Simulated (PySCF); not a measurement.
**Frontier orbitals and the lowest excitations**

Species: BH7P2.
Z-matrix (Å and degrees, PBE0-D3(BJ)/def2-SVP geometry), rows numbered from 1:
```
P 
B   1  1.9809
P   2  1.9278  1  105.40
H   1  1.4264  2   95.68  3   172.79
H   1  1.4299  2   98.76  3   -92.45
H   2  1.2184  1  118.67  3   116.98
H   2  1.2216  1  110.21  3  -109.13
H   3  1.4170  2  117.99  1  -177.97
H   3  1.4171  2  117.90  1    61.61
H   3  1.4155  2  116.53  1   -57.57
```

Method: TDDFT wB97X-D/def2-SVPD, vertical, gas phase, core orbitals frozen in the response (PySCF 2.14.0, density-fitted response routines).

Kohn–Sham orbitals with the atoms that hold most of them (Löwdin shares over 4%, at most four atoms; ? is withheld):

```
orbital  ε (eV)                            atoms
 HOMO-3  -11.41   B2 34%, H6 25%, P3 15%, P1 12%
 HOMO-2  -10.66   B2 26%, P1 18%, H7 17%, P3 17%
 HOMO-1  -10.14   P1 31%, B2 28%, H5 10%, H7 10%
   HOMO       ?                                ?
   LUMO    1.52                                ?
 LUMO+1    1.76  P3 40%, H10 15%, H9 12%, P1 10%
 LUMO+2    2.05    P3 45%, H9 23%, H10 9%, H8 7%
```

(1) Give the leading atoms of the HOMO.

(2) Which atoms hold the LUMO, and with what shares?

(3) What is the HOMO energy, and the HOMO–LUMO gap?

Results:

(1) P1 (bonded to B and 2 H) 64%; B2 (bonded to 2 P and 2 H) 16%; H5 (bonded to P) 6%; H4 (bonded to P) 6%. By element: phosphorus 64% or more, boron 16%, hydrogen 13% or more.

(2) P3 (bonded to B and 3 H) 26%; B2 (bonded to 2 P and 2 H) 24%; H8 (bonded to P) 19%; P1 (bonded to B and 2 H) 8%. By element: phosphorus 34%, boron 24%, hydrogen 19% or more.

(3) ε(HOMO) = -8.25 eV; the gap is 9.77 eV (0.3589 hartree).

Task: How does S1 compare with the orbital gap of 9.77 eV?

Result: S1 is at 5.57 eV (f = 0.0095), 4.19 eV below the gap, made of HOMO→LUMO+1 (48%), HOMO→LUMO (44%). Its leading pair isn't HOMO and LUMO; the energies of that pair differ by 10.01 eV. 

Next come S2 at 6.08 eV (f 0.038), HOMO→LUMO+1 (38%), HOMO→LUMO (37%), HOMO→LUMO+3 (10%); S3 at 6.40 eV (f 0.0072), HOMO→LUMO+2 (90%); S4 at 6.61 eV (f 0.023), HOMO→LUMO+3 (44%), HOMO→LUMO+4 (31%), HOMO→LUMO+1 (9%); S5 at 6.87 eV (f 0.033), HOMO→LUMO+4 (51%), HOMO→LUMO+3 (35%).

One conformer stands for the species.
